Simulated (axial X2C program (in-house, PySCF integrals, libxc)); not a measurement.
# All-electron X2C curves of NB⁻

Aim: find the lowest determinant of NB⁻, scan the bond at several levels and fit the constants, once spin-free and once with spin–orbit coupling.

Program: an in-house X2C program for linear molecules on PySCF integrals. Level of theory: all-electron X2C, N dyall-av3z, B dyall-av3z. These are calculated values, not measurements.

## 1. Set-up

The input, task.json:

```json
{"zs": [7, 5], "q": -1, "bas": ["dyall-av3z", "dyall-av3z"], "levels": ["PBE0", "HF", "r2SCAN0"], "cc": true, "r0": 1.38, "thr": -2.0, "nmax": 90, "npts": 10, "nst": 2, "ntry": 6}
```

Keys: zs atomic numbers; q charge; bas basis sets; levels methods (HF also brings MP2); cc coupled cluster on or off; r0 starting distance in Å; thr threshold in hartree for freezing inner shells (an s shell follows its p shell); nmax most natural virtual spinors; npts points asked for on the curve; nst determinants followed; ntry starts of the search.

Command:

```
$ python so2c.py task.json out
```

Spin-free means the one-electron spin-free X2C Hamiltonian; two-component (2c) means X2C with spin–orbit coupling and atomic mean-field two-electron Coulomb and Gaunt terms. Basis: N dyall-av3z contracted to [7s7p3d2f], B dyall-av3z contracted to [8s7p3d2f]; Gaussian nuclei, density fitting. Masses: N 14.003 u, B 11.009 u.

Notation: σ, π±, δ± give the projection m of an orbital's angular momentum (0, ±1, ±2), α and β its spin, Λ and M_S the sums; ω is the projection of a spinor's total angular momentum and Ω the sum. Logs are in hartree.

The results follow Hamiltonian by Hamiltonian and level by level.

## 2. Which state to follow

PBE0 moves the distance from 1.380 Å to 1.275 Å and compares determinants there.

Spin-free determinants:

```tsv
ΔE (eV)	state	open shells
0.00	M_S = 1/2, Λ = 0	beyond closed shells: σα
0.99	M_S = 1/2, Λ = 1	beyond closed shells: π+α, π+β, π-α
3.56	M_S = 3/2, Λ = 0	beyond closed shells: σα, π+α, π+β, 2 × π-α
3.56	M_S = 3/2, Λ = 2	beyond closed shells: σα, 2 × π+α, π+β, π-α
3.61	M_S = 3/2, Λ = 1	beyond closed shells: 2 × σα, π+α, π+β, π-α
3.76	M_S = 1/2, Λ = 1	beyond closed shells: 2 × σα, π+α, π+β, π-β
3.77	M_S = 1/2, Λ = 2	beyond closed shells: σα, 2 × π+α, π+β, π-β
```

Two-component determinants:

| ΔE (eV) | state | open shells |
| --- | --- | --- |
| 0.00 | Ω = 1/2 | excess of +ω over −ω: ω = 1/2 |
| 0.99 | Ω = 3/2 | excess of +ω over −ω: ω = 3/2 |
| 3.55 | Ω = 7/2 | excess of +ω over −ω: ω = 1/2, 2 × ω = 3/2 |
| 3.56 | Ω = 3/2 | excess of +ω over −ω: ω = 3/2 |
| 3.62 | Ω = 5/2 | excess of +ω over −ω: 2 × ω = 1/2, ω = 3/2 |
| 3.77 | Ω = 1/2 | excess of +ω over −ω: 2 × ω = -1/2, ω = 3/2 |
| 3.77 | Ω = 3/2 | excess of +ω over −ω: 3 × ω = 1/2 |

## 3. PBE0, spin-free

State followed: M_S = 1/2, Λ = 0 (beyond closed shells: σα). The scan is laid around 1.275 Å, a first estimate of the minimum, and this SCF restarts from the orbitals of the search.

The SCF at the reference distance of 1.275 Å:

```text
spin-free X2C-1e  PBE0
basis functions 115  fitting functions 605  grid points 4344
iter        total energy     max residual
   1        -79.487318493     3.11e-06
   2        -79.487318493     4.01e-06
converged
one-electron -139.36799409  Coulomb 56.30955610  exact exchange -2.63921287  xc functional -8.31610088  nuclear repulsion 14.52643324
```

Along the bond, energies from the lowest point:

| R (Å) | E (eV) | μ (D) | HOMO (eV) | LUMO (eV) | iterations |
| --- | --- | --- | --- | --- | --- |
| 1.109 | 1.2973 | 1.33 | -1.05 | 2.76 | 14 |
| 1.160 | 0.5498 | 1.29 | -1.10 | 2.68 | 14 |
| 1.198 | 0.2213 | 1.26 | -1.01 | 2.63 | 15 |
| 1.237 | 0.0483 | 1.24 | -0.92 | 2.57 | 15 |
| 1.275 | 0.0000 | 1.21 | -0.85 | 2.51 | 2 |
| 1.320 | 0.0682 | 1.17 | -0.77 | 2.44 | 15 |
| 1.364 | 0.2388 | 1.13 | -0.71 | 2.37 | 15 |
| 1.422 | 0.5668 | 1.07 | -0.63 | 2.28 | 16 |
| 1.492 | 1.0737 | 0.98 | -0.54 | 2.19 | 17 |
| 1.594 | 1.9088 | 0.84 | -0.38 | 2.10 | 18 |

Dipoles are positive if B is the positive end and refer to the centre of mass.

Outer orbitals at the reference distance:

```tsv
symmetry	occupied	ε (eV)	atomic character
σα	yes	-14.47	52% N s, 19% B p, 17% B s
σβ	yes	-14.20	53% N s, 19% B p, 17% B s
σα	yes	-3.29	45% N p, 25% B s, 17% B p
σβ	yes	-2.12	64% N p, 13% B s, 9% N s
σα	yes	-1.34	34% N p, 30% B p, 19% B s
π-α	yes	-0.89	56% N p, 37% B p, 3% B d
π+α	yes	-0.89	56% N p, 37% B p, 3% B d
π+β	yes	-0.85	61% N p, 31% B p, 4% B d
π-β	yes	-0.85	61% N p, 31% B p, 4% B d
σβ	no	2.51	53% B s, 28% B p, 10% N p
σα	no	2.99	85% B p, 14% B s
π-α	no	3.10	98% B p
π+α	no	3.10	98% B p
```

PBE0 fields in the half plane through the axis: z from -2.4 to 3.6 Å across, distance from the axis 0.15 to 2.25 Å upwards; N lies at z = 0 and B at z = 1.275 Å; the ELF is damped to zero where the density is low.

log10 density (e/bohr³). Ten even steps from ' ' (-4.56 ) to '@' (0.66 ):
```
      ....::::::::::::::::::::::::......  
    ....::::--------------------::::::....
  ....::::----================------::::..
....::----======++++++++++========----::::
..::::--====++++++++++++++++++++====--::::
..::----==++****************++++++==----::
..::--==++**############******++++====--::
..::--==++**##%%@@%%####@@%%****++====--::
```

ELF. Ten even steps from '0' (0.00 ) to '9' (0.99 ):
```
000000001111221110000
000001112223334432100
000012233334556665310
000134444455667887631
001346666667778898862
002468887777678999874
013688986786018999985
014689938381954999986
```

Re = 1.273 Å, ωe = 1741 cm⁻¹, ωexe = 11 cm⁻¹, Be = 1.688 cm⁻¹, De = 7.25 eV, μ = 1.21 D.

## 4. HF, spin-free

Output at 1.275 Å:

```text
spin-free X2C-1e  HF
basis functions 115  fitting functions 605  grid points 4344
iter        total energy     max residual
   1        -79.088856227     4.79e-02
   2        -79.100331431     9.55e-03
   3        -79.102150379     8.67e-03
   4        -79.103082737     8.11e-03
   5        -79.103880287     5.90e-03
   6        -79.104979823     5.87e-03
   7        -79.106822710     5.24e-03
   8        -79.109219791     4.04e-03
   9        -79.110479561     5.63e-04
  10        -79.110472443     9.37e-04
  11        -79.110485175     3.71e-04
  12        -79.110491957     9.35e-05
  13        -79.110492166     4.71e-05
  14        -79.110492218     2.19e-06
  15        -79.110492219     1.16e-06
converged
one-electron -139.20513599  Coulomb 56.22062782  exact exchange -10.65241729  xc functional 0.00000000  nuclear repulsion 14.52643324
```

Re = 1.272 Å, ωe = 1605 cm⁻¹, ωexe = 15.2 cm⁻¹, Be = 1.691 cm⁻¹, De = 4.03 eV, μ = 1.44 D. ⟨S²⟩ = 1.17 against 0.75 for a pure state, so this determinant mixes spins.

## 5. r2SCAN0, spin-free

The SCF at the reference distance of 1.275 Å:

```text
spin-free X2C-1e  r2SCAN0
basis functions 115  fitting functions 605  grid points 4344
iter        total energy     max residual
   1        -79.528312557     1.67e-02
   2        -79.529037676     6.70e-03
   3        -79.527994147     1.50e-02
   4        -79.529262730     9.12e-04
   5        -79.529274814     6.24e-04
   6        -79.529284947     5.06e-04
   7        -79.529293598     2.39e-04
   8        -79.529297279     6.66e-05
   9        -79.529297376     1.16e-05
  10        -79.529297384     5.49e-06
  11        -79.529297384     5.63e-07
converged
one-electron -139.38789474  Coulomb 56.34272917  exact exchange -2.64393823  xc functional -8.36662682  nuclear repulsion 14.52643324
```

Re = 1.267 Å, ωe = 1772 cm⁻¹, ωexe = 10.7 cm⁻¹, Be = 1.703 cm⁻¹, De = 6.84 eV, μ = 1.41 D.

## 6. Correlated methods, spin-free

Correlated methods: 9 electrons correlated (frozen shells, counted by type: N 1 s; B 1 s), 207 virtual spinors in MP2, 90 natural virtuals in coupled cluster.

Output of the correlated part at 1.275 Å:

```text
correlated 9  virtual 207  natural virtual 90  E(MP2) -0.270417701  MP2 remainder -0.006623784
iter   CCSD correlation   residual
   1     -0.261482652   1.49e-01
   2     -0.273749721   8.08e-02
   3     -0.283874822   5.43e-02
   4     -0.287444505   2.36e-02
   5     -0.288246628   8.19e-03
   6     -0.288427361   3.64e-03
   7     -0.288461843   1.37e-03
   8     -0.288453997   5.95e-04
   9     -0.288442474   3.25e-04
  10     -0.288447573   1.55e-04
  11     -0.288446521   6.49e-05
  12     -0.288448443   3.10e-05
  13     -0.288448429   1.36e-05
(T) -0.017249619  T1 0.1027  D1 0.1535  max T2 0.062
```

T1 in the output is the amplitude norm over the root of the electron number; divide by √2 for the Lee–Taylor value.

MP2: No constants are quoted: the reference is strongly spin-contaminated.

CCSD: Re = 1.272 Å, ωe = 1798 cm⁻¹, ωexe = 12.6 cm⁻¹, Be = 1.69 cm⁻¹, De = 6.65 eV. T1 at Re = 0.072 (Lee–Taylor, the printed value over √2).

CCSD(T): Re = 1.276 Å, ωe = 1795 cm⁻¹, ωexe = 13.4 cm⁻¹, Be = 1.681 cm⁻¹, De = 6.95 eV. T1 at Re = 0.073 (Lee–Taylor, the printed value over √2).

## 7. A higher determinant, spin-free

State: M_S = 1/2, Λ = 1 (beyond closed shells: π+α, π+β, π-α).

Output at the reference distance:

```text
spin-free X2C-1e  PBE0
basis functions 115  fitting functions 605  grid points 4344
iter        total energy     max residual
   1        -79.450971023     2.90e-06
   2        -79.450971024     1.27e-06
converged
one-electron -138.84164701  Coulomb 55.81051870  exact exchange -2.64598701  xc functional -8.30028896  nuclear repulsion 14.52643324
```

```csv
R (Å),E above the lowest PBE0 point (eV)
1.109,3.134
1.160,2.100
1.198,1.573
1.237,1.213
1.275,0.989
1.320,0.865
1.364,0.858
1.422,0.976
1.492,1.256
```

Re = 1.345 Å, ωe = 1486 cm⁻¹, ωexe = 10.2 cm⁻¹, Be = 1.512 cm⁻¹, μ = -2.05 D. Te = 0.85 eV.

## 8. The spin-free curves together

Energy (eV) of the followed determinant, spin-free, from each level's lowest point:

```csv
R (Å),PBE0,HF,MP2 (spin-contaminated),CCSD,CCSD(T),r2SCAN0
1.109,1.297,1.193,1.035,n/a,n/a,1.235
1.160,0.550,0.489,0.316,0.572,0.612,0.505
1.198,0.221,0.191,0.056,0.229,0.253,0.191
1.237,0.048,0.039,0.000,0.049,0.060,0.033
1.275,0.000,0.000,0.108,0.000,0.000,0.000
1.320,0.068,0.059,0.376,0.075,0.065,0.086
1.364,0.239,0.198,0.737,0.258,0.239,0.274
1.422,0.567,0.459,1.269,0.607,0.578,0.625
1.492,1.074,0.854,1.953,n/a,n/a,1.158
1.594,1.909,1.502,2.937,n/a,n/a,2.014
```

## 9. PBE0, 2c

State followed: Ω = 1/2 (excess of +ω over −ω: ω = 1/2). The scan is laid around 1.275 Å, a first estimate of the minimum, and this SCF restarts from the orbitals of the search.

Output at 1.275 Å:

```text
two-component X2C + atomic mean field  PBE0
basis functions 115  fitting functions 605  grid points 4344
iter        total energy     max residual
   1        -79.483898114     1.39e-05
   2        -79.483898120     1.38e-05
   3        -79.483898123     9.37e-06
   4        -79.483898124     6.16e-06
converged
one-electron -139.35880545  Coulomb 56.30652049  exact exchange -2.63906320  xc functional -8.31561564  nuclear repulsion 14.52643324  atomic mean-field constant -0.00336757
```

Along the bond, energies from the lowest point:

```
R (Å)  E (eV)  μ (D)  HOMO (eV)  LUMO (eV)  iterations
1.109  1.2978   1.33      -1.05       2.77          14
1.160  0.5500   1.29      -1.10       2.69          14
1.198  0.2215   1.26      -1.00       2.63          15
1.237  0.0484   1.24      -0.92       2.57          15
1.275  0.0000   1.21      -0.85       2.51           4
1.320  0.0681   1.17      -0.77       2.44          15
1.364  0.2387   1.13      -0.70       2.37          15
1.422  0.5666   1.07      -0.63       2.28          16
1.492  1.0735   0.98      -0.54       2.19          17
1.594  1.9086   0.84      -0.38       2.10          21
```

Dipoles are positive if B is the positive end and refer to the centre of mass.

Outer spinors at the reference distance:

```tsv
ω	occupied	ε (eV)	atomic character	λ mixture
1/2	yes	-14.47	52% N s, 19% B p, 17% B s	100% σ
-1/2	yes	-14.20	53% N s, 19% B p, 17% B s	100% σ
1/2	yes	-3.29	45% N p, 25% B s, 17% B p	100% σ
-1/2	yes	-2.12	64% N p, 13% B s, 9% N s	100% σ
1/2	yes	-1.34	34% N p, 30% B p, 19% B s	100% σ
-1/2	yes	-0.90	56% N p, 37% B p, 3% B d	100% π
3/2	yes	-0.89	56% N p, 37% B p, 3% B d	100% π
1/2	yes	-0.85	61% N p, 31% B p, 4% B d	100% π
-3/2	yes	-0.85	61% N p, 31% B p, 4% B d	100% π
-1/2	no	2.51	52% B s, 28% B p, 10% N p	100% σ
1/2	no	2.99	86% B p, 13% B s	100% σ
3/2	no	3.10	98% B p	100% π
-1/2	no	3.10	98% B p	100% π
```

PBE0 fields in the half plane through the axis: z from -2.4 to 3.6 Å across, distance from the axis 0.15 to 2.25 Å upwards; N lies at z = 0 and B at z = 1.275 Å; the ELF is damped to zero where the density is low.

log10 density (e/bohr³). Ten even steps from '0' (-4.57 ) to '9' (0.66 ):
```
000112222222222221110
001122333333333322211
011223344444444333221
112334445555544443322
122344555555555544322
123345666666665554332
123456777777666554432
223456789877986654432
```

ELF. Ten even steps from ' ' (0.00 ) to '@' (0.99 ):
```
                ........::::......        
          ......::::::------====--::..    
        ..::::--------==++++******++--..  
      ..--==========++++****##%%%%##**--..
    ..--==************######%%%%@@%%%%**::
    ::==**%%%%%%########**##%%@@@@@@%%##==
  ..--**%%%%@@%%**##%%**  ..%%@@@@@@@@%%++
  ..==**%%@@@@--%%--%%..@@++==@@@@@@@@%%**
```

Re = 1.273 Å, ωe = 1741 cm⁻¹, ωexe = 11 cm⁻¹, Be = 1.688 cm⁻¹, De = 7.25 eV, μ = 1.21 D.

## 10. HF, 2c

The SCF at the reference distance of 1.275 Å:

```text
two-component X2C + atomic mean field  HF
basis functions 115  fitting functions 605  grid points 4344
iter        total energy     max residual
   1        -79.085472080     4.79e-02
   2        -79.096944570     9.57e-03
   3        -79.098762875     8.68e-03
   4        -79.099694154     8.12e-03
   5        -79.100491771     5.91e-03
   6        -79.101591326     5.87e-03
   7        -79.103432659     5.24e-03
   8        -79.105823445     4.04e-03
   9        -79.107079661     5.74e-04
  10        -79.107072723     9.45e-04
  11        -79.107085270     3.79e-04
  12        -79.107092022     9.93e-05
  13        -79.107092228     5.16e-05
  14        -79.107092282     3.81e-06
  15        -79.107092282     3.46e-06
  16        -79.107092283     2.74e-06
converged
one-electron -139.19619045  Coulomb 56.21778898  exact exchange -10.65175648  xc functional 0.00000000  nuclear repulsion 14.52643324  atomic mean-field constant -0.00336757
```

Re = 1.272 Å, ωe = 1605 cm⁻¹, ωexe = 15.3 cm⁻¹, Be = 1.691 cm⁻¹, De = 4.03 eV, μ = 1.44 D.

## 11. r2SCAN0, 2c

Output at 1.275 Å:

```text
two-component X2C + atomic mean field  r2SCAN0
basis functions 115  fitting functions 605  grid points 4344
iter        total energy     max residual
   1        -79.524896136     1.67e-02
   2        -79.525620349     6.71e-03
   3        -79.524572623     1.51e-02
   4        -79.525846203     9.12e-04
   5        -79.525858271     6.23e-04
   6        -79.525868382     5.06e-04
   7        -79.525877010     2.38e-04
   8        -79.525880680     6.65e-05
   9        -79.525880777     1.16e-05
  10        -79.525880784     5.48e-06
  11        -79.525880785     5.60e-07
converged
one-electron -139.37876859  Coulomb 56.33976207  exact exchange -2.64378941  xc functional -8.36615052  nuclear repulsion 14.52643324  atomic mean-field constant -0.00336757
```

Re = 1.267 Å, ωe = 1772 cm⁻¹, ωexe = 10.7 cm⁻¹, Be = 1.703 cm⁻¹, De = 6.84 eV, μ = 1.41 D.

## 12. Correlated methods, 2c

Correlated methods: 9 electrons correlated (frozen shells, counted by type: N 1 s; B 1 s), 207 virtual spinors in MP2, 90 natural virtuals in coupled cluster.

Output of the correlated part at 1.275 Å:

```text
correlated 9  virtual 207  natural virtual 90  E(MP2) -0.270421190  MP2 remainder -0.006622651
iter   CCSD correlation   residual
   1     -0.261483255   1.49e-01
   2     -0.273746270   8.08e-02
   3     -0.283862506   5.43e-02
   4     -0.287428322   2.36e-02
   5     -0.288229859   8.19e-03
   6     -0.288410457   3.64e-03
   7     -0.288444949   1.37e-03
   8     -0.288437128   5.95e-04
   9     -0.288425596   3.26e-04
  10     -0.288430706   1.55e-04
  11     -0.288429655   6.50e-05
  12     -0.288431578   3.10e-05
  13     -0.288431565   1.36e-05
(T) -0.017248260  T1 0.1026  D1 0.1536  max T2 0.062
```

MP2: No constants are quoted: the reference is strongly spin-contaminated.

CCSD: Re = 1.272 Å, ωe = 1798 cm⁻¹, ωexe = 12.5 cm⁻¹, Be = 1.69 cm⁻¹, De = 6.65 eV. T1 at Re = 0.072 (Lee–Taylor, the printed value over √2).

CCSD(T): Re = 1.276 Å, ωe = 1795 cm⁻¹, ωexe = 13.5 cm⁻¹, Be = 1.681 cm⁻¹, De = 6.95 eV. T1 at Re = 0.073 (Lee–Taylor, the printed value over √2).

## 13. A higher determinant, 2c

State: Ω = 3/2 (excess of +ω over −ω: ω = 3/2).

Output at the reference distance:

```text
two-component X2C + atomic mean field  PBE0
basis functions 115  fitting functions 605  grid points 4344
iter        total energy     max residual
   1        -79.447655124     1.09e-05
   2        -79.447655125     1.21e-05
converged
one-electron -138.83335995  Coulomb 55.80834671  exact exchange -2.64584966  xc functional -8.29985790  nuclear repulsion 14.52643324  atomic mean-field constant -0.00336757
```

| R (Å) | E above the lowest PBE0 point (eV) |
| --- | --- |
| 1.109 | 3.131 |
| 1.160 | 2.097 |
| 1.198 | 1.570 |
| 1.237 | 1.211 |
| 1.275 | 0.986 |
| 1.320 | 0.862 |
| 1.364 | 0.855 |
| 1.422 | 0.973 |
| 1.492 | 1.253 |

Re = 1.345 Å, ωe = 1486 cm⁻¹, ωexe = 10.2 cm⁻¹, Be = 1.512 cm⁻¹, μ = -2.05 D. Te = 0.85 eV.

## 14. The 2c curves together

Energy (eV) of the followed determinant, 2c, from each level's lowest point:

```csv
R (Å),PBE0,HF,MP2 (spin-contaminated),CCSD,CCSD(T),r2SCAN0
1.109,1.298,1.193,1.036,n/a,n/a,1.235
1.160,0.550,0.489,0.317,0.572,0.612,0.506
1.198,0.221,0.191,0.056,0.230,0.254,0.192
1.237,0.048,0.039,0.000,0.049,0.060,0.033
1.275,0.000,0.000,0.107,0.000,0.000,0.000
1.320,0.068,0.059,0.376,0.075,0.065,0.086
1.364,0.239,0.198,0.737,0.258,0.239,0.274
1.422,0.567,0.459,1.268,0.606,0.577,0.625
1.492,1.073,0.854,1.953,n/a,n/a,1.158
1.594,1.909,1.502,2.937,n/a,n/a,2.014
```

The whole job took 85 s on 1 thread, shared host.

## 15. Results

Lowest determinant that the search found at its distance, spin-free: M_S = 1/2, Λ = 0 (beyond closed shells: σα).

Lowest determinant that the search found at its distance, 2c: Ω = 1/2 (excess of +ω over −ω: ω = 1/2).

```json
{"Hamiltonian": "spin-free", "level": "PBE0", "Re (Å)": "1.273", "ωe (cm⁻¹)": "1741", "De (eV)": "7.25", "μ (D)": "1.21"}
{"Hamiltonian": "spin-free", "level": "HF", "Re (Å)": "1.272", "ωe (cm⁻¹)": "1605", "De (eV)": "4.03", "μ (D)": "1.44"}
{"Hamiltonian": "spin-free", "level": "CCSD", "Re (Å)": "1.272", "ωe (cm⁻¹)": "1798", "De (eV)": "6.65", "μ (D)": "n/a"}
{"Hamiltonian": "spin-free", "level": "CCSD(T)", "Re (Å)": "1.276", "ωe (cm⁻¹)": "1795", "De (eV)": "6.95", "μ (D)": "n/a"}
{"Hamiltonian": "spin-free", "level": "r2SCAN0", "Re (Å)": "1.267", "ωe (cm⁻¹)": "1772", "De (eV)": "6.84", "μ (D)": "1.41"}
{"Hamiltonian": "2c", "level": "PBE0", "Re (Å)": "1.273", "ωe (cm⁻¹)": "1741", "De (eV)": "7.25", "μ (D)": "1.21"}
{"Hamiltonian": "2c", "level": "HF", "Re (Å)": "1.272", "ωe (cm⁻¹)": "1605", "De (eV)": "4.03", "μ (D)": "1.44"}
{"Hamiltonian": "2c", "level": "CCSD", "Re (Å)": "1.272", "ωe (cm⁻¹)": "1798", "De (eV)": "6.65", "μ (D)": "n/a"}
{"Hamiltonian": "2c", "level": "CCSD(T)", "Re (Å)": "1.276", "ωe (cm⁻¹)": "1795", "De (eV)": "6.95", "μ (D)": "n/a"}
{"Hamiltonian": "2c", "level": "r2SCAN0", "Re (Å)": "1.267", "ωe (cm⁻¹)": "1772", "De (eV)": "6.84", "μ (D)": "1.41"}
```

Dipoles are positive if B is the positive end and refer to the centre of mass. No constants: spin-free MP2 (the reference is strongly spin-contaminated); 2c MP2 (the reference is strongly spin-contaminated). Spin-free ⟨S²⟩ is off its pure value at HF 1.17.

Time per point (s) on 1 thread, shared host (2c runs; CCSD comes with the CCSD(T) run); the times are rough: PBE0 0.23, HF 0.093, CCSD(T) 3.5, r2SCAN0 0.58.

**Reading.** At CCSD(T), going from spin-free to two-component changes Re by 0 mÅ, ωe by 0.0 %, which is small (part of it comes from the scalar share of the two-electron terms). De moves by 0.00 eV; both De rest on single-determinant atoms, which can miss part of an open shell's spin–orbit lowering.

De refers to N + B-, each in the lowest determinant found, which need not be this curve's own limit. The state is a single determinant with fixed occupations, the lowest that a limited PBE0 search found. Dissociation energies refer to the lowest single-determinant-based atoms at the same level and basis. Density functionals use the spin component along the axis (collinear). Coupled cluster ran in a truncated set of natural virtual spinors; the MP2 energy of the rest was added. The meta-GGAs lack a current-density term, which matters for open shells with orbital currents, atoms included. The spin-free determinant is spin-contaminated at some levels. T1 at Re is 0.073 (Lee–Taylor), above the customary mark of 0.02.
